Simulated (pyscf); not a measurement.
# Four-centre exchange: H₃C–InH₂ + H₂S → methane (CH₄) + HS–InH₂

Gas phase, singlet surface, charge 0. Bonds broken: C1–In2, S8–H9. Bonds formed: C1–H9, In2–S8. PySCF, gas phase, ωB97X-D3(BJ)/def2-SVP geometries. Correlated levels are frozen-core, on RHF or UHF. ΔMP2 is the change of the MP2 total energy from the triple- to the quadruple-zeta basis.

Transition state (Å):

```xyz
10

C     -1.1556    -1.0240     0.2736
In     0.1562     0.9186     0.5377
H     -0.8016    -1.9109    -0.2755
H     -2.2479    -0.9367     0.1653
H     -0.9691    -1.2451     1.3424
H     -0.8060     2.1261     1.2758
H      1.7958     0.4535     0.6699
S     -0.4209     0.9250    -2.0502
H     -0.8483    -0.1518    -0.9469
H     -1.5541     1.6350    -1.8831
```

One imaginary mode, 1349i cm⁻¹; descent along it reached the two sides named, in the forms told below.

| bond | change | reactant side (Å) | saddle | product side |
|---|---|---|---|---|
| C1–In2 | breaks | 2.171 | 2.359 | 3.1 |
| S8–H9 | breaks | 1.347 | 1.600 | 3.1 |
| C1–H9 | forms | 3.4 | 1.531 | 1.101 |
| In2–S8 | forms | 2.8 | 2.7 | 2.400 |

Electronic energies relative to the separated reactants (kcal/mol):

```csv
level,barrier,reaction energy,reverse barrier
ωB97X-D3(BJ)/def2-TZVP,8.6,-33.4,42.0
PBE/def2-TZVP,6.0,-31.7,37.7
r²SCAN/def2-TZVP,5.4,-32.8,38.2
B3LYP-D3(BJ)/def2-TZVP,10.2,-32.1,42.2
PBE0-D3(BJ)/def2-TZVP,6.9,-31.9,38.8
M06-2X/def2-TZVP,9.1,-32.5,41.6
ωB97M-D3(BJ)/def2-TZVP,12.8,-30.6,43.4
HF/def2-TZVP,29.4,-33.1,62.5
MP2/def2-QZVPP,8.4,-31.2,39.6
CCSD/def2-TZVPP,16.0,-30.0,46.0
CCSD(T)/def2-TZVPP,12.8,-30.1,42.9
CCSD(T)/def2-TZVPP + ΔMP2(QZVPP),11.2,-30.6,41.8
```

With CCSD(T)/def2-TZVPP + ΔMP2(QZVPP) energies and thermal terms (ideal gas, 1 atm, RRHO with modes under 100 cm⁻¹ raised to 100, one conformer, R ln 2 for chiral ones without a mode under 150 cm⁻¹), in kcal/mol:

```
T (K)   ΔH‡   ΔG‡     ΔH     ΔG
-----  ----  ----  -----  -----
298    10.6  22.1  -28.4  -26.5
600    11.0  33.7  -28.8  -24.3
900    11.7  45.0  -29.1  -22.1
1200   12.4  55.9  -29.3  -19.7
```

On the reactant side the descent ends in an adduct with a In–S contact, 12.6 kcal/mol under the separated species and 21.2 kcal/mol under the saddle at ωB97X-D3(BJ)/def2-TZVP. What is counted as formed (In–S) is already present as a longer contact in the reactant adduct; forming that adduct is a step of its own. One saddle was located; it need not be the lowest between these sides. The CCSD(T) − MP2 part came from Ansatz, without density fitting, on the same reference. The frozen core leaves the outer d or s,p core shells of the metals and heavy elements correlated in the MP2 and CC values, and def2-TZVPP describes them poorly, which can shift differences by a few kcal/mol. Elements past Kr carry the def2 core potentials, without spin-orbit coupling.
